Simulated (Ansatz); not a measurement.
# SiH4 (singlet): CAM-B3LYP, wB97M-V over a scan of the distance Si1–H5, 6-31G, part 2 of 3

Ansatz 0.2.0, Gaussian basis; 6-31G, all electrons in the functionals. The steps go on from the part before.

**11. CAM-B3LYP, 4.080 Å**

File in.yaml:

```yaml
crystal:
  periodic: [false, false, false]
  atoms:
    - {symbol: Si, position_ang: [-0.047097, 0.047175, 0.046806]}
    - {symbol: H, position_ang: [0.808753, 0.905920, 0.903636]}
    - {symbol: H, position_ang: [-0.906648, -0.807249, 0.904251]}
    - {symbol: H, position_ang: [-0.901826, 0.902710, -0.814344]}
    - {symbol: H, position_ang: [2.312033, -2.315870, -2.297747]}
basis:
  gaussian: {orbitals: 6-31G}
magnetization: {spin_polarized: true, initial_magnetization: 0}
hamiltonian: {xc: {name: CAM-B3LYP}}
```

Run with:

```
$ ansatz run in.yaml --threads 1 --pin off --events-out ev --progress --plain --max-ram 2393MiB
```

Log, shortened:

```text
Functional definition: CAM-B3LYP
  name "CAM-B3LYP"
  cite "Yanai, Tew & Handy, Chem. Phys. Lett. 393, 51 (2004) doi:10.1016/j.cplett.2004.06.011"
  cite "Iikura, Tsuneda, Yanai & Hirao, J. Chem. Phys. 115, 3540 (2001) doi:10.1063/1.1383587"
  cite "Becke, Phys. Rev. A 38, 3098 (1988) doi:10.1103/PhysRevA.38.3098"
  cite "Lee, Yang & Parr, Phys. Rev. B 37, 785 (1988) doi:10.1103/PhysRevB.37.785"
[...]
269 factors; integrals over basis functions are off by at most 1.9e-4 eV
141 factors; integrals over basis functions are off by at most 3.8e-5 eV
[...]
mean field -7936.96432787 eV, -291.6780591817 hartree, gradient 5.9e-6 eV, S^2 0.985957; 2 other end points of the search recorded, 0 dependent functions left out
reference -7936.96444292 eV, -291.6780634095 hartree; 9, 9 occupied and 12, 12 virtual orbitals, 269 factors
Total energy: -7936.96444292 eV, -291.6780634095 hartree
```

It took 1.4 s on 1 thread of Arm Neoverse V1, shared host.

From the report: ⟨S²⟩ of the determinant 0.986 (pure singlet: 0.00). The determinant is far from a pure spin state, so its energy mixes those of several spin states (harmless only where they are near-degenerate, as at dissociation).

From 1.485 Å: +89.8 kcal/mol.

**12. CAM-B3LYP, 4.996 Å**

File in.yaml:

```yaml
crystal:
  periodic: [false, false, false]
  atoms:
    - {symbol: Si, position_ang: [-0.063719, 0.063824, 0.063325]}
    - {symbol: H, position_ang: [0.792131, 0.922569, 0.920156]}
    - {symbol: H, position_ang: [-0.923270, -0.790599, 0.920770]}
    - {symbol: H, position_ang: [-0.918448, 0.919359, -0.797824]}
    - {symbol: H, position_ang: [2.825059, -2.829747, -2.807602]}
basis:
  gaussian: {orbitals: 6-31G}
magnetization: {spin_polarized: true, initial_magnetization: 0}
hamiltonian: {xc: {name: CAM-B3LYP}}
```

Launched as before.

Log, shortened:

```text
Functional definition: CAM-B3LYP
  name "CAM-B3LYP"
  cite "Yanai, Tew & Handy, Chem. Phys. Lett. 393, 51 (2004) doi:10.1016/j.cplett.2004.06.011"
  cite "Iikura, Tsuneda, Yanai & Hirao, J. Chem. Phys. 115, 3540 (2001) doi:10.1063/1.1383587"
  cite "Becke, Phys. Rev. A 38, 3098 (1988) doi:10.1103/PhysRevA.38.3098"
  cite "Lee, Yang & Parr, Phys. Rev. B 37, 785 (1988) doi:10.1103/PhysRevB.37.785"
[...]
268 factors; integrals over basis functions are off by at most 1.9e-4 eV
141 factors; integrals over basis functions are off by at most 4.1e-5 eV
[...]
mean field -7936.93501844 eV, -291.6769820798 hartree, gradient 2.1e-5 eV, S^2 0.999814; 2 other end points of the search recorded, 0 dependent functions left out
reference -7936.93514428 eV, -291.6769867043 hartree; 9, 9 occupied and 12, 12 virtual orbitals, 268 factors
Total energy: -7936.93514428 eV, -291.6769867043 hartree
```

It took 1.4 s on 1 thread of Arm Neoverse V1, shared host.

From the report: ⟨S²⟩ of the determinant 1.000 (pure singlet: 0.00). The determinant is far from a pure spin state, so its energy mixes those of several spin states (harmless only where they are near-degenerate, as at dissociation).

From 1.485 Å: +90.5 kcal/mol.

**13. wB97M-V, 1.165 Å**

File in.yaml:

```yaml
crystal:
  periodic: [false, false, false]
  atoms:
    - {symbol: Si, position_ang: [0.005800, -0.005809, -0.005764]}
    - {symbol: H, position_ang: [0.861649, 0.852935, 0.851067]}
    - {symbol: H, position_ang: [-0.853751, -0.860235, 0.851681]}
    - {symbol: H, position_ang: [-0.848931, 0.849726, -0.866912]}
    - {symbol: H, position_ang: [0.679424, -0.680550, -0.675226]}
basis:
  gaussian: {orbitals: 6-31G}
hamiltonian: {xc: {name: wB97M-V}}
output: {forces: true, orbitals: {seedname: orbitals}}
```

Launched as before.

Log, shortened:

```text
Functional definition: wB97M-V
  name "wB97M-V"
  cite "Mardirossian & Head-Gordon, J. Chem. Phys. 144, 214110 (2016) doi:10.1063/1.4952647"
  cite "Becke, J. Chem. Phys. 107, 8554 (1997) doi:10.1063/1.475007"
  cite "Vydrov & Van Voorhis, J. Chem. Phys. 133, 244103 (2010) doi:10.1063/1.3521275"
  # Of w^i u^j: cxij and so on, Table III.
[...]
  gx(w, u) = 1 - cx + cx01*u + cx10*w
[...]
Atom 1 at     0.861649     0.852935     0.851067 Å, force     0.058098     0.178131     0.177388 eV/Å
Atom 2 at    -0.853751    -0.860235     0.851681 Å, force    -0.178121    -0.057764     0.177462 eV/Å
Atom 3 at    -0.848931     0.849726    -0.866912 Å, force    -0.177468     0.177689    -0.059197 eV/Å
Atom 4 at     0.679424    -0.680550    -0.675226 Å, force     7.311932    -7.324022    -7.266757 eV/Å
Dipole moment:     0.054017    -0.054105    -0.053683 e Å
```

Run time: 1.9 s. Hardware: 1 thread of Arm Neoverse V1, shared host.

**14. wB97M-V, 1.360 Å**

File in.yaml:

```yaml
crystal:
  periodic: [false, false, false]
  atoms:
    - {symbol: Si, position_ang: [0.002261, -0.002265, -0.002247]}
    - {symbol: H, position_ang: [0.858111, 0.856479, 0.854585]}
    - {symbol: H, position_ang: [-0.857288, -0.856692, 0.855197]}
    - {symbol: H, position_ang: [-0.852470, 0.853270, -0.863394]}
    - {symbol: H, position_ang: [0.788638, -0.789944, -0.783767]}
basis:
  gaussian: {orbitals: 6-31G}
hamiltonian: {xc: {name: wB97M-V}}
output: {forces: true, orbitals: {seedname: orbitals}}
```

Same command.

Log, shortened:

```text
Functional definition: wB97M-V
  name "wB97M-V"
  cite "Mardirossian & Head-Gordon, J. Chem. Phys. 144, 214110 (2016) doi:10.1063/1.4952647"
  cite "Becke, J. Chem. Phys. 107, 8554 (1997) doi:10.1063/1.475007"
  cite "Vydrov & Van Voorhis, J. Chem. Phys. 133, 244103 (2010) doi:10.1063/1.3521275"
  # Of w^i u^j: cxij and so on, Table III.
[...]
  gx(w, u) = 1 - cx + cx01*u + cx10*w
[...]
Atom 1 at     0.858111     0.856479     0.854585 Å, force     0.090705     0.138889     0.138434 eV/Å
Atom 2 at    -0.857288    -0.856692     0.855197 Å, force    -0.138950    -0.090451     0.138520 eV/Å
Atom 3 at    -0.852470     0.853270    -0.863394 Å, force    -0.138300     0.138460    -0.091562 eV/Å
Atom 4 at     0.788638    -0.789944    -0.783767 Å, force     1.881719    -1.884802    -1.870097 eV/Å
Dipole moment:     0.023797    -0.023835    -0.023650 e Å
```

Run time: 1.9 s. Hardware: 1 thread of Arm Neoverse V1, shared host.

**15. wB97M-V, 1.485 Å**

File in.yaml:

```yaml
crystal:
  periodic: [false, false, false]
  atoms:
    - {symbol: Si, position_ang: [0.000000, 0.000000, 0.000000]}
    - {symbol: H, position_ang: [0.855850, 0.858745, 0.856831]}
    - {symbol: H, position_ang: [-0.859551, -0.854424, 0.857445]}
    - {symbol: H, position_ang: [-0.854730, 0.855535, -0.861149]}
    - {symbol: H, position_ang: [0.858431, -0.859856, -0.853127]}
basis:
  gaussian: {orbitals: 6-31G}
hamiltonian: {xc: {name: wB97M-V}}
output: {forces: true, orbitals: {seedname: orbitals}}
```

Launched as before.

Log, shortened:

```text
Functional definition: wB97M-V
  name "wB97M-V"
  cite "Mardirossian & Head-Gordon, J. Chem. Phys. 144, 214110 (2016) doi:10.1063/1.4952647"
  cite "Becke, J. Chem. Phys. 107, 8554 (1997) doi:10.1063/1.475007"
  cite "Vydrov & Van Voorhis, J. Chem. Phys. 133, 244103 (2010) doi:10.1063/1.3521275"
  # Of w^i u^j: cxij and so on, Table III.
[...]
  gx(w, u) = 1 - cx + cx01*u + cx10*w
[...]
Atom 1 at     0.855850     0.858745     0.856831 Å, force     0.113519     0.113903     0.113649 eV/Å
Atom 2 at    -0.859551    -0.854424     0.857445 Å, force    -0.114010    -0.113330     0.113731 eV/Å
Atom 3 at    -0.854730     0.855535    -0.861149 Å, force    -0.113368     0.113475    -0.114220 eV/Å
Atom 4 at     0.858431    -0.859856    -0.853127 Å, force     0.113859    -0.114048    -0.113156 eV/Å
Dipole moment:    -0.000000     0.000000     0.000000 e Å
```

It took 2 s on 1 thread of Arm Neoverse V1, shared host.

**16. wB97M-V, 1.610 Å**

File in.yaml:

```yaml
crystal:
  periodic: [false, false, false]
  atoms:
    - {symbol: Si, position_ang: [-0.002275, 0.002279, 0.002261]}
    - {symbol: H, position_ang: [0.853575, 0.861024, 0.859091]}
    - {symbol: H, position_ang: [-0.861828, -0.852142, 0.859707]}
    - {symbol: H, position_ang: [-0.857003, 0.857813, -0.858890]}
    - {symbol: H, position_ang: [0.928655, -0.930200, -0.922915]}
basis:
  gaussian: {orbitals: 6-31G}
hamiltonian: {xc: {name: wB97M-V}}
output: {orbitals: {seedname: orbitals}}
```

The command is unchanged.

Log, shortened:

```text
Functional definition: wB97M-V
  name "wB97M-V"
  cite "Mardirossian & Head-Gordon, J. Chem. Phys. 144, 214110 (2016) doi:10.1063/1.4952647"
  cite "Becke, J. Chem. Phys. 107, 8554 (1997) doi:10.1063/1.475007"
  cite "Vydrov & Van Voorhis, J. Chem. Phys. 133, 244103 (2010) doi:10.1063/1.3521275"
  # Of w^i u^j: cxij and so on, Table III.
[...]
  gx(w, u) = 1 - cx + cx01*u + cx10*w
[...]
268 factors; integrals over basis functions are off by at most 2.0e-4 eV
116 factors; integrals over basis functions are off by at most 2.7e-6 eV
[...]
mean field -7939.70299749 eV, -291.7787034338 hartree, gradient 6.2e-5 eV, S^2 0.000000; 0 other end points of the search recorded, 0 dependent functions left out
reference -7939.70303048 eV, -291.7787046460 hartree; 9, 9 occupied and 12, 12 virtual orbitals, 268 factors
Total energy: -7939.70303048 eV, -291.7787046460 hartree
```

It took 1.6 s on 1 thread of Arm Neoverse V1, shared host.

From 1.485 Å: +2.3 kcal/mol.

**17. wB97M-V, 1.805 Å**

File in.yaml:

```yaml
crystal:
  periodic: [false, false, false]
  atoms:
    - {symbol: Si, position_ang: [-0.005814, 0.005823, 0.005778]}
    - {symbol: H, position_ang: [0.850036, 0.864568, 0.862608]}
    - {symbol: H, position_ang: [-0.865366, -0.848599, 0.863223]}
    - {symbol: H, position_ang: [-0.860543, 0.861358, -0.855372]}
    - {symbol: H, position_ang: [1.037870, -1.039593, -1.031456]}
basis:
  gaussian: {orbitals: 6-31G}
hamiltonian: {xc: {name: wB97M-V}}
output: {forces: true, orbitals: {seedname: orbitals}}
```

Same command.

Log, shortened:

```text
Functional definition: wB97M-V
  name "wB97M-V"
  cite "Mardirossian & Head-Gordon, J. Chem. Phys. 144, 214110 (2016) doi:10.1063/1.4952647"
  cite "Becke, J. Chem. Phys. 107, 8554 (1997) doi:10.1063/1.475007"
  cite "Vydrov & Van Voorhis, J. Chem. Phys. 133, 244103 (2010) doi:10.1063/1.3521275"
  # Of w^i u^j: cxij and so on, Table III.
[...]
  gx(w, u) = 1 - cx + cx01*u + cx10*w
[...]
Atom 1 at     0.850036     0.864568     0.862608 Å, force     0.176461     0.055321     0.055556 eV/Å
Atom 2 at    -0.865366    -0.848599     0.863223 Å, force    -0.055531    -0.176369     0.055639 eV/Å
Atom 3 at    -0.860543     0.861358    -0.855372 Å, force    -0.054886     0.054894    -0.176763 eV/Å
Atom 4 at     1.037870    -1.039593    -1.031456 Å, force    -1.687643     1.690446     1.677252 eV/Å
Dipole moment:    -0.064542     0.064649     0.064144 e Å
```

It took 1.9 s on 1 thread of Arm Neoverse V1, shared host.

From 1.485 Å: +12.9 kcal/mol.

**18. wB97M-V, 2.075 Å**

File in.yaml:

```yaml
crystal:
  periodic: [false, false, false]
  atoms:
    - {symbol: Si, position_ang: [-0.010713, 0.010731, 0.010647]}
    - {symbol: H, position_ang: [0.845137, 0.869476, 0.867478]}
    - {symbol: H, position_ang: [-0.870265, -0.843692, 0.868092]}
    - {symbol: H, position_ang: [-0.865443, 0.866266, -0.850503]}
    - {symbol: H, position_ang: [1.189089, -1.191063, -1.181741]}
basis:
  gaussian: {orbitals: 6-31G}
hamiltonian: {xc: {name: wB97M-V}}
output: {orbitals: {seedname: orbitals}}
```

The command is unchanged.

Log, shortened:

```text
Functional definition: wB97M-V
  name "wB97M-V"
  cite "Mardirossian & Head-Gordon, J. Chem. Phys. 144, 214110 (2016) doi:10.1063/1.4952647"
  cite "Becke, J. Chem. Phys. 107, 8554 (1997) doi:10.1063/1.475007"
  cite "Vydrov & Van Voorhis, J. Chem. Phys. 133, 244103 (2010) doi:10.1063/1.3521275"
  # Of w^i u^j: cxij and so on, Table III.
[...]
  gx(w, u) = 1 - cx + cx01*u + cx10*w
[...]
268 factors; integrals over basis functions are off by at most 1.9e-4 eV
116 factors; integrals over basis functions are off by at most 4.8e-6 eV
[...]
mean field -7938.37087550 eV, -291.7297488536 hartree, gradient 2.6e-5 eV, S^2 0.000000; 0 other end points of the search recorded, 0 dependent functions left out
reference -7938.37090952 eV, -291.7297501039 hartree; 9, 9 occupied and 12, 12 virtual orbitals, 268 factors
Total energy: -7938.37090952 eV, -291.7297501039 hartree
```

Run time: 1.6 s. Hardware: 1 thread of Arm Neoverse V1, shared host.

From 1.485 Å: +33.0 kcal/mol.

**19. wB97M-V, 2.403 Å**

File in.yaml:

```yaml
crystal:
  periodic: [false, false, false]
  atoms:
    - {symbol: Si, position_ang: [-0.016665, 0.016693, 0.016562]}
    - {symbol: H, position_ang: [0.839185, 0.875438, 0.873393]}
    - {symbol: H, position_ang: [-0.876217, -0.837731, 0.874008]}
    - {symbol: H, position_ang: [-0.871395, 0.872228, -0.844587]}
    - {symbol: H, position_ang: [1.372793, -1.375071, -1.364310]}
basis:
  gaussian: {orbitals: 6-31G}
magnetization: {spin_polarized: true, initial_magnetization: 0}
hamiltonian: {xc: {name: wB97M-V}}
output: {orbitals: {seedname: orbitals}}
```

Launched as before.

Log, shortened:

```text
Functional definition: wB97M-V
  name "wB97M-V"
  cite "Mardirossian & Head-Gordon, J. Chem. Phys. 144, 214110 (2016) doi:10.1063/1.4952647"
  cite "Becke, J. Chem. Phys. 107, 8554 (1997) doi:10.1063/1.475007"
  cite "Vydrov & Van Voorhis, J. Chem. Phys. 133, 244103 (2010) doi:10.1063/1.3521275"
  # Of w^i u^j: cxij and so on, Table III.
[...]
  gx(w, u) = 1 - cx + cx01*u + cx10*w
[...]
268 factors; integrals over basis functions are off by at most 1.9e-4 eV
116 factors; integrals over basis functions are off by at most 1.0e-5 eV
[...]
mean field -7937.28999580 eV, -291.6900272571 hartree, gradient 1.8e-5 eV, S^2 0.000000; 1 other end points of the search recorded, 0 dependent functions left out
reference -7937.29003059 eV, -291.6900285359 hartree; 9, 9 occupied and 12, 12 virtual orbitals, 268 factors
Total energy: -7937.29003059 eV, -291.6900285359 hartree
```

Run time: 3.7 s. Hardware: 1 thread of Arm Neoverse V1, shared host.

From the report: ⟨S²⟩ of the determinant 0.000 (pure singlet: 0.00).

From 1.485 Å: +57.9 kcal/mol.

[end of part 2 of 3]
